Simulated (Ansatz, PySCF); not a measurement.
System: propyne, C3H4, net charge 0, singlet state. 
Coordinates optimised at B3LYP-D3(BJ)/def2-TZVP (Ansatz, a quantum-chemistry and plane-wave program):
```xyz
7

C     -0.0011    -0.0004     0.2181
C     -0.0068    -0.0029     1.4176
C      0.0060     0.0025    -1.2360
H     -0.0119    -0.0051     2.4795
H      0.0152     1.0232    -1.6237
H      0.8874    -0.5130    -1.6226
H     -0.8790    -0.5002    -1.6311
```


Quantity: enthalpy of formation at 298 K (from the atomisation energy, B3LYP-D3(BJ)/def2-TZVP harmonic zero-point and thermal terms from PySCF, and the atoms' enthalpies of formation in the G2/97 table; no spin-orbit terms, and no core term in the frozen-core levels), in kcal/mol. Cores are frozen in the correlated levels unless marked. Open shells are spin-unrestricted. Spin-orbit coupling is left out. No relativistic terms. The coupled-cluster limit lacks core correlation, which all-electron functionals hold. Basis-set limits of correlation are two-point, X^-3; Hartree-Fock from the larger set. [CCSD(T)-MP2]/basis is that difference in the basis named.

```
level                       program  enthalpy of formation at 298 K (kcal/mol)
-------------------  --------------  -----------------------------------------
HF/cc-pVTZ                   Ansatz                                      225.9
BP86/def2-TZVPD               PySCF                                       25.1
PBE0-D4/def2-TZVPD   Ansatz + dftd4                                       40.9
r2SCAN0/def2-TZVPD           Ansatz                                       56.1
PBE-QIDH/def2-TZVPD          Ansatz                                       48.9
RPA@PBE/cc-pVTZ              Ansatz                                       96.3
MP2/cc-pVTZ                  Ansatz                                       49.9
```

**Question.** What does RI-MP2/CBS(aug-cc-pVTZ,aug-cc-pVQZ)+[CCSD(T)-MP2]/aug-cc-pVTZ (Ansatz) give?

**Answer.** 46.5 kcal/mol, so MP2/cc-pVTZ differs from it by 3.4 kcal/mol.
